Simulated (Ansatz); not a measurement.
Two structures of BH$_{5}$S, closed shell, reached by relaxing down either side of one saddle point (PBE0-D4/def2-TZVP). Energies are electronic, without zero-point energy. Ansatz 0.2.0; basis: def2-TZVPP and def2-QZVPP; cores frozen in the correlated methods. Extrapolation: Hartree–Fock as exp(−7.88 √X), correlation as X^−2.97. First:

| atom | x (Å) | y (Å) | z (Å) |
| --- | --- | --- | --- |
| B1 | -0.5743 | -0.6194 | -0.1536 |
| H2 | 0.2006 | -1.1887 | -0.8760 |
| H3 | -0.8304 | -1.1675 | 0.8914 |
| H4 | -1.5353 | -0.1215 | -0.6889 |
| H5 | 0.8610 | 1.5507 | -0.6017 |
| S6 | 0.3394 | 1.0007 | 0.5106 |
| H7 | 1.5389 | 0.5456 | 0.9182 |

Second:

| atom | x (Å) | y (Å) | z (Å) |
| --- | --- | --- | --- |
| B1 | -0.7340 | 0.0231 | 0.5791 |
| H2 | 0.6596 | -1.1545 | -2.1806 |
| H3 | -0.3958 | -1.0358 | 1.0042 |
| H4 | -1.6802 | 0.1597 | -0.1320 |
| H5 | 0.8997 | -0.4678 | -2.0127 |
| S6 | 0.1466 | 1.5004 | 0.9791 |
| H7 | 1.1041 | 0.9750 | 1.7629 |

(1) Which bonds change from the first to the second?

(2) Give the saddle point's structure and its height above each. (Judge from chemistry; the value comes from the calculation.)

The T1 diagnostic stays at or below 0.015.

Answers

(1) BH₃ + H₂S → BH₃S ([BH2][SH]) + H₂; bonds formed: H2–H5; dative contacts that become bonds: B1–S6; bonds broken: B1–H2, H5–S6.

(2) By the calculation: 0.811 eV above the first and 1.084 eV above the second (CCSD(T) at an estimated basis limit (MP2 extrapolated from triple and quadruple zeta, plus CCSD(T) − MP2 in triple zeta)).
```csv
atom,x (Å),y (Å),z (Å)
B1,-0.5150,-0.4092,-0.1312
H2,0.2241,-0.7144,-1.1130
H3,-0.3989,-1.2378,0.7160
H4,-1.5644,-0.0614,-0.5797
H5,0.5891,0.2892,-0.6332
S6,0.3391,1.3389,0.5052
H7,1.3259,0.7947,1.2358
```

Labels in which every atom is bracketed show which atoms are joined, not bond orders.

For scale, one of the runs: CCSD(T)/def2-TZVPP, 143 basis functions, launched by `ansatz run in.yaml --threads 2 --pin off --events-out ev --progress --plain --max-ram 4352MiB`. Hardware: 2 CPU threads of an Arm Neoverse V2, shared host. Wall time 5.5 s; peak host memory 0.79 GiB.
